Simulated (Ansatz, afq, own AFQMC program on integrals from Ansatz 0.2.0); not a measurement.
## F, doublet → F⁻, singlet

A free F atom.

E(singlet, charge -1) − E(doublet, charge +0) at this geometry, on UHF and RHF determinants.

Basis aug-cc-pVDZ. Noble-gas cores (and the filled d shells of Ga–Kr and In–Xe) are frozen. Integrals, coupled cluster, full CI and functionals: Ansatz 0.2.0; the random walks run on the same integrals in our own AFQMC program. ph-AFQMC/CISD is guided by a CISD state made of CCSD amplitudes; releasing the constraint for a short imaginary time cuts its bias at the price of noise, slowly where states lie close. Error bars are statistical, one sigma. The errors of all members are added in quadrature.

Full CI on the same integrals is exact in this basis and with this determinant's frozen core.

Errors are counted within aug-cc-pVDZ, not against nature.

Cautions: F⁻ (singlet): raised T1 diagnostic (T1 0.023, weight of the determinant 0.94, largest double 0.04), the released energies are still falling, so no released level is given (meV from the phaseless value at times in 1/Eh: 16 ± 8 at 0.24, 15 ± 8 at 0.51, 15 ± 7 at 0.99, 6 ± 10 at 1.62, -28 ± 14 at 2.40).

Reference (full CI): -312.5 kJ/mol.

```json
{"level": "HF", "vertical energy of electron attachment (kJ/mol)": "-123.9", "error against FCI (kJ/mol)": "188.6"}
{"level": "MP2", "vertical energy of electron attachment (kJ/mol)": "-342.0", "error against FCI (kJ/mol)": "-29.5"}
{"level": "CCSD", "vertical energy of electron attachment (kJ/mol)": "-301.8", "error against FCI (kJ/mol)": "10.7"}
{"level": "CCSD(T)", "vertical energy of electron attachment (kJ/mol)": "-311.3", "error against FCI (kJ/mol)": "1.2"}
{"level": "CCSDT", "vertical energy of electron attachment (kJ/mol)": "-311.6", "error against FCI (kJ/mol)": "0.9"}
{"level": "CCSDT(Q)", "vertical energy of electron attachment (kJ/mol)": "-312.8", "error against FCI (kJ/mol)": "-0.3"}
{"level": "ph-AFQMC/CISD", "vertical energy of electron attachment (kJ/mol)": "-314.1 ± 0.9", "error against FCI (kJ/mol)": "-1.6 ± 0.9"}
```

Correlation beyond CCSD(T) takes off 1.2 kJ/mol. The perturbative (T) step is worth −9.5 kJ/mol.

CCSDT and higher add their correlation energy to the determinant of the CCSD(T) run, since their own runs factorise the integrals more tightly (a shift of under 2 meV). A walk keeps the symmetry of its determinant, which the program's search chose and which needn't be the lowest solution, so a lower state of the same spin and another symmetry isn't excluded.
